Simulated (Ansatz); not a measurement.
Relaxation of CH6BN (9 atoms, charge 0, multiplicity 1), to a largest force component of 0.02 eV/Å in at most 40 steps.

All numbers below come from RKS B3LYP-D4/STO-3G (Ansatz).

```xyz
9
Properties=species:S:1:pos:R:3
B 0.000 0.000 0.000
C 0.000 0.000 1.600
H -1.000 -0.309 1.970
H 0.768 -0.711 1.970
H 0.232 1.020 1.970
N 1.342 0.000 -0.775
H 1.809 -0.918 -1.027
H 1.794 0.918 -1.053
H -1.030 0.000 -0.595
```

Question: Where does it end, and by what steps?

Answer: It converged. Limits of this set-up: minimal basis. After 10 steps the energy has fallen by 2.318 eV; H8 moved furthest, 1.15 Å.

```csv
step,energy less start (eV),largest force component (eV/Å),accepted
0,0.0000,2.571,yes
1,-0.4411,1.157,yes
2,-0.9985,1.389,yes
3,-1.5367,1.301,yes
4,-1.9167,2.706,yes
5,-2.1782,1.000,yes
6,-2.2505,0.529,yes
7,-2.3015,0.241,yes
8,-2.3117,0.281,yes
9,-2.3140,0.256,yes
10,-2.3177,0.014,yes
```

```xyz
9
Properties=species:S:1:pos:R:3
B 0.106 0.271 0.020
C 0.031 -0.092 1.560
H -0.861 -0.701 1.772
H 0.910 -0.645 1.923
H -0.067 0.820 2.170
N 1.212 -0.069 -0.744
H 2.042 -0.572 -0.368
H 1.313 0.149 -1.756
H -0.771 0.838 -0.515
```

Whether the end is a true minimum wasn't checked by a vibrational analysis.

Time of the run: 22 s on 1 thread of Arm Neoverse N1, with other jobs on the host, peak memory 0.11 GiB.
